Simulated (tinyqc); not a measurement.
Worked calculation: G0W0 on RHF in the sto-3g basis, for H2O, spin multiplicity 1. One step of it, computed by the program tinyqc.

Problem. G0W0 on Hartree-Fock: LUMO. W(p,q,m) = sqrt2 sum_ia (pq|ia) (X+Y)_ia,m; Sigma_c(x) = sum_(i,m) W^2/(x - e_i + w_m) + sum_(a,m) W^2/(x - e_a - w_m); solve x = e_p + Sigma_c(x) by Newton steps; Z = 1/(1 - dSigma/dx); 1 hartree = 27.211386 eV.

orbital energies (hartree): MO1 -20.244027, MO2 -1.297479, MO3 -0.630430, MO4 -0.470203, MO5 -0.398164, MO6 0.653288, MO7 0.779247

Two-electron integrals over orbitals (pq|rs), unique and non-zero (hartree):
```
(11|11) 4.743860    (21|11) -0.412859   (21|21) 0.057345    (22|11) 1.002307
(22|21) -0.012031   (22|22) 0.735359    (31|11) 0.006852    (31|21) -0.000750
(31|22) 0.000860    (31|31) 0.011431    (32|11) -0.001812   (32|21) 0.000443
(32|22) 0.004312    (32|31) 0.018320    (32|32) 0.147225    (33|11) 0.816941
(33|21) -0.004361   (33|22) 0.657283    (33|31) -0.000330   (33|32) -0.002124
(33|33) 0.647251    (41|11) 0.193563    (41|21) -0.023167   (41|22) 0.017652
(41|31) 0.000555    (41|32) 0.000033    (41|33) 0.006935    (41|41) 0.028832
(42|11) -0.124381   (42|21) 0.009761    (42|22) 0.013315    (42|31) -0.000035
(42|32) 0.000184    (42|33) 0.007230    (42|41) 0.018139    (42|42) 0.119911
(43|11) 0.007331    (43|21) -0.000339   (43|22) 0.002144    (43|31) -0.004075
(43|32) 0.015681    (43|33) 0.001228    (43|41) -0.000408   (43|42) -0.003095
(43|43) 0.046464    (44|11) 1.009360    (44|21) -0.014375   (44|22) 0.674510
(44|31) 4.58e-06    (44|32) -0.002149   (44|33) 0.608422    (44|41) -0.011775
(44|42) -0.104463   (44|43) 0.004443    (44|44) 0.797968    (51|51) 0.026067
(52|51) 0.032206    (52|52) 0.142614    (53|51) -0.000529   (53|52) -0.001725
(53|53) 0.029859    (54|51) -0.014255   (54|52) -0.048816   (54|53) 0.001123
(54|54) 0.058563    (55|11) 1.115331    (55|21) -0.011554   (55|22) 0.746487
(55|31) 0.000189    (55|32) -0.000844   (55|33) 0.639381    (55|41) 0.005398
(55|42) -0.066495   (55|43) 0.004088    (55|44) 0.734947    (55|55) 0.880159
(61|11) -0.242735   (61|21) 0.036650    (61|22) 0.000425    (61|31) -0.002071
(61|32) -0.002256   (61|33) 0.000386    (61|41) -0.001420   (61|42) 0.020341
(61|43) 0.000084    (61|44) -0.020495   (61|55) -0.006245   (61|61) 0.032943
(62|11) 0.315953    (62|21) -0.006440   (62|22) 0.145515    (62|31) -0.001218
(62|32) -0.005338   (62|33) 0.081183    (62|41) 0.018833    (62|42) 0.017814
(62|43) 0.004290    (62|44) 0.090762    (62|55) 0.160953    (62|61) 0.006958
(62|62) 0.103937    (63|11) -0.042167   (63|21) 0.000920    (63|22) -0.017185
(63|31) 0.003585    (63|32) -0.035719   (63|33) -0.011062   (63|41) -0.000118
(63|42) 0.008493    (63|43) -0.025460   (63|44) -0.017519   (63|55) -0.022546
(63|61) 0.000233    (63|62) -0.012721   (63|63) 0.067107    (64|11) 0.209608
(64|21) -0.002093   (64|22) 0.087485    (64|31) 0.001145    (64|32) 0.008781
(64|33) 0.042649    (64|41) 0.001736    (64|42) -0.032183   (64|43) 0.001889
(64|44) 0.119539    (64|55) 0.109563    (64|61) -0.000794   (64|62) 0.058025
(64|63) -0.014221   (64|64) 0.065435    (65|51) 0.016029    (65|52) 0.059532
(65|53) -0.003417   (65|54) -0.003606   (65|65) 0.039378    (66|11) 0.819479
(66|21) -0.006858   (66|22) 0.625498    (66|31) -0.001720   (66|32) -0.020862
(66|33) 0.580610    (66|41) 0.021878    (66|42) 0.058859    (66|43) -0.009893
(66|44) 0.554367    (66|55) 0.596514    (66|61) 0.008799    (66|62) 0.099824
(66|63) 0.007651    (66|64) 0.040762    (66|66) 0.609575    (71|11) -0.030677
(71|21) 0.004798    (71|22) 0.000552    (71|31) 0.015457    (71|32) 0.023107
(71|33) -0.000627   (71|41) -0.000504   (71|42) 0.002039    (71|43) -0.005787
(71|44) -0.002305   (71|55) -0.000765   (71|61) 0.001655    (71|62) -0.001313
(71|63) 0.004435    (71|64) 0.001390    (71|66) -0.001821   (71|71) 0.021619
(72|11) 0.041976    (72|21) -0.000778   (72|22) 0.018759    (72|31) 0.013453
(72|32) 0.034281    (72|33) 0.008733    (72|41) 0.001959    (72|42) -0.000297
(72|43) -0.035900   (72|44) 0.013682    (72|55) 0.020953    (72|61) -0.001370
(72|62) 0.006188    (72|63) 0.035251    (72|64) 0.008796    (72|66) 0.014529
(72|71) 0.017297    (72|72) 0.060704    (73|11) 0.355341    (73|21) -0.007707
(73|22) 0.126317    (73|31) 0.000195    (73|32) -0.006432   (73|33) 0.089894
(73|41) -0.001123   (73|42) -0.077720   (73|43) 0.000810    (73|44) 0.159891
(73|55) 0.183348    (73|61) -0.007491   (73|62) 0.076116    (73|63) -0.010469
(73|64) 0.073820    (73|66) 0.037865    (73|71) -0.000735   (73|72) 0.013983
(73|73) 0.150859    (74|11) 0.017074    (74|21) -0.000219   (74|22) 0.005110
(74|31) -0.010291   (74|32) -0.078945   (74|33) 0.005384    (74|41) 0.000408
(74|42) -0.001057   (74|43) 0.006374    (74|44) 0.010036    (74|55) 0.008493
(74|61) 0.001654    (74|62) 0.007850    (74|63) 0.039255    (74|64) -0.002747
(74|66) 0.016628    (74|71) -0.013669   (74|72) -0.014608   (74|73) 0.011075
(74|74) 0.069896    (75|51) 0.002018    (75|52) 0.007568    (75|53) 0.023205
(75|54) -0.001043   (75|65) 0.001931    (75|75) 0.023911    (76|11) -0.003118
(76|21) 0.000308    (76|22) 0.003230    (76|31) 0.009244    (76|32) 0.096554
(76|33) -0.005352   (76|41) 0.001987    (76|42) 0.007059    (76|43) 0.041909
(76|44) -0.007345   (76|55) -0.002123   (76|61) 0.000221    (76|62) 0.004094
(76|63) -0.057110   (76|64) 0.008139    (76|66) -0.020428   (76|71) 0.011946
(76|72) -0.012929   (76|73) -0.011870   (76|74) -0.055498   (76|76) 0.108372
(77|11) 0.869005    (77|21) -0.009207   (77|22) 0.629226    (77|31) 0.002468
(77|32) 0.023288    (77|33) 0.618716    (77|41) 0.004726    (77|42) -0.009073
(77|43) 0.010304    (77|44) 0.611467    (77|55) 0.626046    (77|61) -0.005258
(77|62) 0.069995    (77|63) -0.023712   (77|64) 0.039609    (77|66) 0.568280
(77|71) 0.002329    (77|72) 0.006656    (77|73) 0.084260    (77|74) -0.010473
(77|76) 0.019521    (77|77) 0.628710
```

excitation energies w (hartree): 1.127317  1.199027  1.224432  1.313300  1.467335  1.661974  2.180379  2.213178  20.962996  21.066588

X + Y:
```
             1          2         3          4          5          6          7          8
1>6   0.000000  -0.000118  0.000000  -0.000257  -0.000210   0.001661  -0.000885  -0.000309
1>7   0.000000  -0.000254  0.000000   0.002134   0.001159   0.000240   0.002321  -0.002381
2>6   0.000000  -0.084371  0.000000  -0.025535   0.016427  -0.318325   0.705745   0.556976
2>7   0.000000  -0.016894  0.000000   0.092123  -0.050557  -0.037609  -0.611672   0.749532
3>6   0.000000   0.085512  0.000000  -0.636273   0.705099  -0.049756  -0.059709   0.029102
3>7   0.000000  -0.249010  0.000000  -0.077883   0.039372   0.857217   0.150016   0.157310
4>6   0.000000   0.936141  0.000000   0.016033  -0.062197   0.168084   0.066659   0.067406
4>7   0.000000   0.025211  0.000000   0.739026   0.600192   0.030097   0.023862  -0.006432
5>6   0.965080   0.000000  0.034894   0.000000   0.000000   0.000000   0.000000   0.000000
5>7  -0.038483   0.000000  0.979915   0.000000   0.000000   0.000000   0.000000   0.000000

             9         10
1>6   0.997925   0.031741
1>7  -0.031915   0.998463
2>6   0.000125  -0.000019
2>7  -0.000037   0.000326
3>6   0.000001   0.000052
3>7  -0.000096  -0.000012
4>6  -0.000009   0.000014
4>7   0.000024  -0.000154
5>6   0.000000   0.000000
5>7   0.000000   0.000000
```

Give: The 12 largest terms at x = e_p; Newton steps; quasiparticle energy of the LUMO; Hartree-Fock value.

Solution.

The 12 largest terms at x = e_p (hartree; W for the signs of X + Y given):
```
q  m        W     term
7  5  -0.1044  -0.0068
6  8   0.1065  -0.0051
6  7   0.0988  -0.0045
2  7   0.1213   0.0036
3  5   0.0981   0.0035
2  8   0.1103   0.0029
4  6   0.0793   0.0023
4  8   0.0771   0.0018
4  7   0.0732   0.0016
5  1   0.0536   0.0013
4  2   0.0517   0.0012
2  6   0.0602   0.0010
```

Newton steps (hartree):
```
step       x  Sigma_c(x)       Z
0     0.6533      0.0029  0.9840
1     0.6562      0.0029  0.9839
2     0.6562      0.0029  0.9839
```

quasiparticle energy of the LUMO = 17.8551 eV

Hartree-Fock value = 17.7769 eV
